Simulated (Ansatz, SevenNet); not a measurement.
For rock-salt LiH, the machine-learned potential SevenNet-0 (trained on PBE and PBE+U data) gives:

- elastic constant C11 = 59.1 GPa
- elastic constant C44 = 24.9 GPa
- Voigt–Reuss–Hill shear modulus = 24.6 GPa

Task: What does r²SCAN0 (Ansatz, a quantum-chemistry and plane-wave program, plane waves, PAW) give for the same quantities?

Result: 
- elastic constant C11: 86.5 GPa (rises by 46 %)
- elastic constant C44: 53.1 GPa (increases by 110 %)
- Voigt–Reuss–Hill shear modulus: 45.9 GPa (grows by 87 %)

For comparison: elastic constant C11 67.1 GPa (measured, temperature not stated, no zero-point or thermal correction; as tabulated in Oses et al. (2018), arXiv:1811.08464); elastic constant C44 46 GPa (measured, temperature not stated, no zero-point or thermal correction; as tabulated in Oses et al. (2018), arXiv:1811.08464).

Changes are worked out from the printed values.

Unless a cell is named, each level is at its own relaxed cell (SevenNet-0 8.05, r²SCAN0 7.95 Å³/atom).

Ansatz's density-functional and Hartree–Fock values are scalar-relativistic unless marked +SOC, with PAW data made under PBE.
